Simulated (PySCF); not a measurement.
## A search over the determinants of LiN

Unrestricted PBE0; Li pcseg-2, N pcseg-2; no relativity (PySCF 2.14). Outer shells of the fragments: Li 2s1; N 2s2 2p3.

Followed along the bond (rough minima from three points):

```json
{"2Ms+1": "3", "unpaired": "π ↑↑", "⟨S²⟩ at the start": "2.01", "R at minimum (Å)": "1.86", "Te (eV)": "0.00"}
{"2Ms+1": "3", "unpaired": "σ ↑, π ↑", "⟨S²⟩ at the start": "2.02", "R at minimum (Å)": "1.72", "Te (eV)": "0.27"}
{"2Ms+1": "1", "unpaired": "π ↑↓", "⟨S²⟩ at the start": "1.00", "R at minimum (Å)": "1.85", "Te (eV)": "0.50"}
{"2Ms+1": "1", "unpaired": "σ ↓, π ↑", "⟨S²⟩ at the start": "1.01", "R at minimum (Å)": "1.72", "Te (eV)": "0.83"}
{"2Ms+1": "5", "unpaired": "σ ↑↑, π ↑↑", "⟨S²⟩ at the start": "6.00", "R at minimum (Å)": "none in the scan", "Te (eV)": "≤ 2.01"}
```

Solutions found at the starting distance of 1.940 Å, counted from the lowest of them; the search is not exhaustive and high or unbound solutions are not listed, so other states can lie among these:

| 2Ms+1 | unpaired | term | E (eV) | ⟨S²⟩ | ⟨Lz²⟩ | μ (D) |
| --- | --- | --- | --- | --- | --- | --- |
| 3 | π ↑↑ | ³Σ⁻ | 0.00 | 2.01 | 0.00 | -6.96 |
| 3 | σ ↑, π ↑ | ³Π | 0.44 | 2.02 | 1.01 | -6.69 |
| 1 | π ↑↓ | mixed | 0.51 | 1.00 | 2.01 | -7.02 |
| 1 | σ ↓, π ↑ | mixed | 0.98 | 1.01 | 1.02 | -6.80 |
| 1 | none | mixed | 2.06 | 0.00 | 2.00 | -6.86 |
| 5 | σ ↑↑, π ↑↑ | ⁵Σ⁻ | 2.10 | 6.00 | 0.00 | 3.49 |

A term symbol is given only where ⟨S²⟩ and ⟨Lz²⟩ are close to those of a pure state; real π, δ and φ orbitals otherwise mix terms. A positive dipole means Li(−)N(+).

Compare the gap between the two lowest followed solutions at the starting distance with the gap between their minima.

At PBE0 the second solution (triplet, unpaired electrons σ ↑, π ↑) lies +0.44 eV from the first (triplet, unpaired electrons π ↑↑) at 1.940 Å and +0.27 eV at the minima; the two curves relax by different amounts, since their minima lie near 1.72 and 1.86 Å.

Counting both spins, an empty level lies below a filled one in some of these solutions, because spin and occupation are held.
